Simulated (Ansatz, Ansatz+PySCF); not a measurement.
Two shapes of singlet NH₃.

Shape 1:

```xyz
4

N    -0.0005   -0.0215    0.0765
H     0.9472    0.0340   -0.2489
H    -0.5057    0.8251   -0.2544
H    -0.4459   -0.8553   -0.2864
```

Shape 2:

```xyz
4

N     0.0000    0.0000    0.1119
H     0.8610    0.0000   -0.2610
H    -0.4305    0.7456   -0.2610
H    -0.4305   -0.7456   -0.2610
```

Basis set: def2-TZVP (spherical functions). Left uncorrelated: 1 orbital. Charge 0, multiplicity 1.

Computed with Ansatz (development build ahead of 0.2.0); each method stands on the lowest determinant of its kind that the runs found.

Question: Which shape is lower in energy, and by how much in each method?

Answer:

```csv
method,E(2) − E(1) (eV)
RHF,0.305
RHF-MP2,0.429
```

Shape 1 is lower.
